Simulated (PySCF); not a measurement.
CS⁺: frontier orbitals

BP86 at R = 1.494 Å; basis C def2-SVP, S def2-SVP; no relativity; PySCF 2.14. State: ²Σ⁺ (doublet), unpaired electrons σ ↑. Only the outer orbitals are listed, counted within each symmetry.

```
spin  orbital  occ.  ε (eV)  on C (%)         main shells (%)
   α       5σ     1  -30.31        37   54 S s, 28 C s, 9 C p
   α       6σ     1  -21.85        39  37 C s, 36 S s, 24 S p
   α       7σ     1  -18.09        72  50 C p, 24 S p, 22 C s
   α       2π     1  -17.73        44          55 S p, 43 C p
   α       2π     1  -17.73        44          55 S p, 43 C p
   α       3π     0  -12.12        52          52 C p, 45 S p
   α       3π     0  -12.12        52          52 C p, 45 S p
   α       8σ     0   -5.06         8  56 S p, 24 S d, 12 S s
   β       5σ     1  -29.98        34  58 S s, 24 C s, 10 C p
   β       6σ     1  -21.16        27  36 S s, 35 S p, 27 C s
   β       2π     1  -17.46        33          66 S p, 32 C p
   β       2π     1  -17.46        33          66 S p, 32 C p
   β       7σ     0  -14.99        86  46 C s, 39 C p, 15 S p
   β       3π     0  -11.36        62          62 C p, 34 S p
   β       3π     0  -11.36        62          62 C p, 34 S p
```

Q: Which are the highest filled and the lowest empty level, where do they sit, and how wide is the gap?

A: Highest filled β 2π at -17.46 eV (in %: 66 S p, 32 C p); lowest empty β 7σ at -14.99 eV (in %: 46 C s, 39 C p, 15 S p); the gap at BP86 is 2.47 eV.

- bond order (Mayer): 2.84
- ⟨S²⟩: 0.778
- charge on C (Mulliken, basis-dependent): 0.37
- charge on C (Löwdin, basis-dependent): 0.18
- dipole moment (positive dipole points towards S; it is taken about the centre of mass and depends on that origin): -0.68 D

The state is the lowest determinant that a PBE0 search found; another state may lie lower at other levels.
